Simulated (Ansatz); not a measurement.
Process, species as SMILES: PP (P2H4) + [H][H] (H2) → 2 P (PH3)
B3LYP-D3(BJ)/def2-TZVP geometries, fixed; electronic energies without zero-point terms.
Largest species:
```xyz
6

P     -1.0203    -0.4713    -0.0535
P      1.0203     0.4711     0.0549
H     -1.5176     0.2567     1.0604
H     -1.5148     0.4895    -0.9757
H      1.5219    -0.4987     0.9637
H      1.5105    -0.2449    -1.0699
```
Charge 0, spin multiplicity 1.

Basis-set convergence of the energy of full hydrogenation at B3LYP with Ansatz (a first-principles code). All functions are spherical. The program fits the integrals of some runs and decomposes those of others, by size. No added dispersion term, no relativity. Functions are those of the species that has most. Reference: the value in aug-pcseg-3, -6.66 kcal/mol, itself unsure by roughly 0.04 kcal/mol (its mean distance from aug-cc-pV(Q+d)Z, cc-pV(5+d)Z, def2-QZVPPD). Deviations are taken from unrounded values.

| basis | functions | energy of full hydrogenation (kcal/mol) | minus reference (kcal/mol) |
|---|---|---|---|
| STO-3G | 22 | -4.01 | 2.65 |
| 3-21G | 34 | -4.35 | 2.32 |
| 6-31G | 34 | -4.53 | 2.13 |
| def2-SVP | 56 | -8.59 | -1.92 |
| cc-pV(D+d)Z | 66 | -7.78 | -1.11 |
| def2-SVPD | 80 | -8.64 | -1.98 |
| cc-pV(Q+d)Z | 248 | -6.73 | -0.06 |
| aug-cc-pV(Q+d)Z | 362 | -6.76 | -0.09 |
| aug-pcseg-3 | 374 | -6.66 | 0.00 |
